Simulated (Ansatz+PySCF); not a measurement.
**singlet P₂: levels of theory in one basis**

```yaml
atoms:
  - { symbol: P, position_ang: [0.0000, 0.0000, -0.8699] }
  - { symbol: P, position_ang: [0.0000, 0.0000, 0.8699] }
```

Basis set: def2-SVP (spherical functions). Left uncorrelated: 10 orbitals. Charge 0, multiplicity 1.

Computed with Ansatz (development build ahead of 0.2.0); each method stands on the lowest determinant of its kind that the runs found. NEVPT2 correlates all electrons. Active spaces start from the frontier orbitals, and the lowest solution found is given.

```csv
method,E − E(RHF) (eV),<S²> of the determinant
RHF,0.00,0.00
RHF-MP2,-5.72,–
RHF-CCSD,-6.29,–
RHF-CCSD(T),-6.61,–
"SC-NEVPT2(10,8)",-6.16,–
```

(1) What does CASSCF(10,8) give on the same scale?

(2) Is a single determinant a sound starting point here?

## Answers

(1) -2.14 eV.

(2) By this sign, yes. Unrestricted orbitals gain 0.00 eV and <S²> is 0.00 against 0.00 for a pure state. The CASSCF(10,8) natural occupations are 1.99, 1.99, 1.98, 1.94, 1.94, 0.07, 0.07, 0.02.
